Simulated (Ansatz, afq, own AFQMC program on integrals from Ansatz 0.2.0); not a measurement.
BH₃ + S, triplet in cc-pVTZ along one coordinate

```yaml
atoms:
  - { symbol: B, position_ang: [-2.2704, 0.0000, 0.0000] }
  - { symbol: H, position_ang: [-2.8671, 1.0336, 0.0000] }
  - { symbol: H, position_ang: [-2.8671, -1.0336, 0.0000] }
  - { symbol: H, position_ang: [-1.0769, 0.0000, 0.0000] }
  - { symbol: S, position_ang: [0.9796, 0.0000, 0.0000] }
```

A hydrogen atom is moved from one rigid fragment to the other; the B1–H4 distance tells how far. The two fragments are held close together, so this isn't a minimum-energy path and the start is a compressed complex. Energies in kJ/mol count from this geometry (1.194 Å) at the same level; the start stands on UHF, each point on the determinant named.

Basis cc-pVTZ. Noble-gas cores (and the filled d shells of Ga–Kr and In–Xe) are frozen. Integrals, coupled cluster, full CI and functionals: Ansatz 0.2.0; the random walks run on the same integrals in our own AFQMC program. The CISD trial takes its coefficients from CCSD amplitudes. Released means that phaseless walkers are propagated on without the constraint, phases kept. Error bars are statistical, one sigma.

Cautions, each for one point or more: lower spins were not checked; unrestricted determinant slightly spin contaminated.

```json
{"r(B1–H4) / Å": "1.387", "det.": "UHF", "T1": "0.013", "weight": "0.87", "⟨S²⟩": "2.03", "CCSD(T)": "33.6", "ph-AFQMC/CISD": "33.5 ± 0.8", "PBE": "15.7", "HF": "47.6"}
{"r(B1–H4) / Å": "1.483", "det.": "UHF", "T1": "0.015", "weight": "0.87", "⟨S²⟩": "2.04", "CCSD(T)": "57.7", "ph-AFQMC/CISD": "57.4 ± 0.8", "PBE": "31.1", "HF": "79.0"}
{"r(B1–H4) / Å": "1.580", "det.": "UHF", "T1": "0.017", "weight": "0.86", "⟨S²⟩": "2.06", "CCSD(T)": "77.5", "ph-AFQMC/CISD": "76.0 ± 0.8", "PBE": "44.6", "HF": "103.2"}
{"r(B1–H4) / Å": "1.677", "det.": "UHF", "T1": "0.017", "weight": "0.86", "⟨S²⟩": "2.05", "CCSD(T)": "88.3", "ph-AFQMC/CISD": "87.2 ± 0.7", "PBE": "53.7", "HF": "113.5"}
{"r(B1–H4) / Å": "1.870", "det.": "UHF", "T1": "0.013", "weight": "0.87", "⟨S²⟩": "2.02", "CCSD(T)": "92.8", "ph-AFQMC/CISD": "92.3 ± 0.8", "PBE": "67.8", "HF": "106.5"}
```

Weight is that of the determinant in the CISD state; at the start T1 is 0.011 and the weight 0.88, and ⟨S²⟩ is 2.01. Largest departures from phaseless AFQMC with a CISD trial: CCSD(T) 1.6 kJ/mol at 1.580 (on UHF), PBE -33.5 kJ/mol at 1.677, HF 27.2 kJ/mol at 1.580 (on UHF). The walk's constraint bias lies outside its error bars, so these are departures and not errors. Functionals count only at points shown to share the start's state and spin.

Some points may be missing: those where a free walk finds a much lower state, and past Zn most of those on another determinant than at the start.

A walk keeps the symmetry of its determinant, which the program's search chose and which needn't be the lowest solution, so a lower state of the same spin and another symmetry isn't excluded.
